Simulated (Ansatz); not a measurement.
Compare A (`NC1=C(O)C1`) with its isomer B (`COC=C=N`).

Computed with Ansatz on PBE0-D4/def2-TZVP structures; ΔE is electronic, products minus reactants. CCSD(T)/CBS is the MP2 limit (def2-TZVPP, def2-QZVPP) plus CCSD(T) − MP2 in def2-TZVPP, frozen cores. Functionals use def2-TZVPP. B3LYP here is the variant with VWN-RPA as its local correlation; programs differ in this. One conformer a species, not always the lowest.

Which is lower in electronic energy at CCSD(T)/CBS, and by how much? (Best estimate.)

Computed: B, by 39.0 kJ/mol.

Give E(B) − E(A) in kJ/mol with B3LYP-D4, CCSD(T)/def2-SVP, BLYP-D4, PBE0-D4, HF/def2-TZVPP, ωB97M-V, B2PLYP. (An estimate is asked.)

Ansatz gave: B3LYP-D4 -54.4, CCSD(T)/def2-SVP -45.6, BLYP-D4 -64.4, PBE0-D4 -23.8, HF/def2-TZVPP -66.3, ωB97M-V -40.3, B2PLYP -49.6. None reverses the order clearly.

Does the order hold for the free energy at 298.15 K (harmonic terms from PBE0-D4)? (Best estimate.)

Ansatz gave: Yes: G(B) − G(A) = -44.2 kJ/mol, for one conformer each.

Largest T1 diagnostic: 0.014.

From BLYP to BHLYP (50 % exact exchange), in def2-TZVPP and without D4, E(B) − E(A) moves by +15.0 kJ/mol. At CCSD(T), def2-SVP lies −6.6 kJ/mol from the extrapolated value and def2-TZVPP −7.0 kJ/mol.
